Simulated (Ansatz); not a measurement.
Results of PBE0 (plane waves, PAW; Ansatz, an electronic-structure program) for bcc K.

Run with plane-wave cutoff 460 eV, 10×10×10 k mesh, Fermi–Dirac smearing 0.05 eV, scalar-relativistic PAW data made under PBE.

A third-order Birch–Murnaghan fit to the energies gives V0 = 75.978 Å³/atom, B0 = 3.46 GPa, B′ = 3.7.

```
V (Å³/atom)  P (GPa)
-----------  -------
72.375         0.185
74.094           ___
75.785         0.009
77.894           ___
79.794           ___
```

**Question.** Estimate the withheld pressures from this fit; the answers are the runs' own values.

**Answer.** 
- 74.094, P (GPa): 0.092
- 77.894, P (GPa): -0.082
- 79.794, P (GPa): -0.154

The formula P = (3/2) B0 (x^(7/3) − x^(5/3)) [1 + (3/4)(B′ − 4)(x^(2/3) − 1)] with x = V0/V meets the computed pressures within 0.01 GPa when these rounded values are put in.

Measured, for comparison: bulk modulus 3.75 GPa (corrected for temperature and zero-point phonon effects; as tabulated in Levämäki et al. (2014), arXiv:1402.3671); equilibrium volume per atom 70.79 Å³/atom (low-temperature or extrapolated to 0 K; zero-point anharmonic expansion removed; as tabulated in Csonka et al. (2009), arXiv:0903.4037). Computed (rounded) less measured: bulk modulus -8 %, equilibrium volume per atom +7.3 %.

Computed values are for the static lattice.
